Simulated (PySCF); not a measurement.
## What each rung costs, and what it gives

Saddle point of SiNH8F, singlet (SiH₄ + NH₃ + HF → SiH₃F ([F][SiH3]) + NH₃ + H₂; bonds formed: Si1–F7, H2–H8, H6–N9; bonds broken: Si1–H2, H6–F7, H8–N9), PBE0-D4/def2-TZVP structure:

```xyz
11
angstrom
Si -0.4774 0.9219 -1.1556
H 0.1033 -0.6046 -0.8689
H -0.6718 0.3251 -2.5408
H -0.0989 2.2955 -1.6290
H -1.8609 0.8440 -0.6024
H 0.6014 -0.0455 1.5380
F 0.3749 1.2813 0.3210
H 0.2911 -0.9530 0.1945
N 0.5375 -1.0536 1.3466
H 1.4163 -1.5256 1.5267
H -0.2156 -1.4854 1.8698
```

Barriers are electronic and count from the start structure reached by relaxing down the imaginary mode.

PySCF 2.14 with density fitting (its default auxiliary sets; JK sets also for MP2 and CCSD(T)); basis: as named in each row; cores frozen in the correlated methods. B3LYP uses VWN-RPA correlation. Extrapolation: Hartree–Fock as exp(−7.88 √X), correlation as X^−2.97.

Times are rough, for one single point on 4 threads of a shared host (Arm Neoverse V1).

The estimate by CCSD(T) at an estimated basis limit (MP2 extrapolated from triple and quadruple zeta, plus CCSD(T) − MP2 in triple zeta) is 120.6 kJ/mol.

| method | basis | time (s) | barrier (kJ/mol) | method less estimate |
| --- | --- | --- | --- | --- |
| HF | STO-3G | under 1 | 355.8 | 235.2 |
| B3LYP-D4 | 6-31G | 3 | 122.0 | 1.4 |
| PBE0-D4 | def2-SVP | 4 | 101.6 | -19.0 |
| PBE-D4 | def2-SVP | 4 | 87.0 | -33.6 |
| MP2 | def2-QZVPP | 5 | 118.7 | -1.9 |
| SPW92 | def2-TZVPP | 10 | 56.6 | -64.0 |
| PBE-D4 | def2-TZVPP | 13 | 90.9 | -29.7 |
| PBE0-D4 | def2-TZVPP | 13 | 102.5 | -18.1 |
| B3LYP-D4 | def2-TZVPP | 13 | 111.2 | -9.4 |
| BHLYP-D4 | def2-TZVPP | 13 | 122.7 | 2.1 |
| CCSD(T) | def2-SVP | 21 | 135.9 | 15.3 |
| r2SCAN-D4 | def2-TZVPP | 32 | 92.2 | -28.4 |
| wB97M-V | def2-TZVPP | 210 | 111.8 | -8.8 |
| CCSD(T) | def2-TZVPP | 600 | 125.5 | 4.9 |

All methods are single points on the PBE0-D4 structures.

T1 diagnostic: at most 0.012.

Labels in which every atom is bracketed show which atoms are joined, not bond orders.
